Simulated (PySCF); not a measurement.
## Worked example: correlation energy of H3Ge–CH3, singlet

Geometry: a PBE0/def2-TZVP stationary point for this spin, not checked as a minimum.

```xyz
8

Ge   -0.3185   -0.0014    0.0001
C     1.6348    0.0072   -0.0007
H    -0.8625    1.4387    0.0064
H    -0.8524   -0.7303    1.2465
H    -0.8535   -0.7198   -1.2519
H     2.0175   -1.0140   -0.0051
H     2.0111    0.5166    0.8872
H     2.0103    0.5241   -0.8845
```

Basis cc-pVDZ; PySCF 2.14.0. Only valence electrons are correlated (noble-gas cores and the filled d shells of p-block atoms frozen), which leaves 14 electrons in 56 orbitals. Prefix R: restricted or restricted open-shell reference. No spin–orbit coupling is included, and no scalar relativity.

Full CI isn't at hand for all of this; RCCSDT(Q) serves as the reference, and is uncertain by the last step of the cluster series or more.

RCCSD has a T1 diagnostic of 0.008 and a largest doubles amplitude of 0.03.

| level | total energy (hartree) |
| --- | --- |
| RHF | -2116.687850 |
| RMP2 | -2116.943239 |
| RCCSD | -2116.985162 |
| RCCSD(T) | -2116.992127 |
| RCCSDT | -2116.992962 |
| RCCSDT(Q) | -2116.993285 |

Problem. What is the correlation energy at RCCSDT(Q), and what share of it do RMP2 and RCCSD recover?

Solution. E(corr) = -2116.993285 − (-2116.687850) = -0.305435 hartree = -8.311 eV. RMP2: -0.255389 / -0.305435 = 83.61 %. RCCSD: -0.297312 / -0.305435 = 97.34 %.

Problem. By how many kcal/mol does RCCSD(T) miss RCCSDT(Q) (1 hartree = 627.509 kcal/mol), and which steps make up the rest?

Solution. -2116.992127 − (-2116.993285) = 0.001158 hartree = 0.73 kcal/mol. Steps: RCCSDT − RCCSD(T) = -0.52, RCCSDT(Q) − RCCSDT = -0.20 kcal/mol. That is within 1 kcal/mol of the reference in this basis, which itself misses far more of the correlation at the basis-set limit.
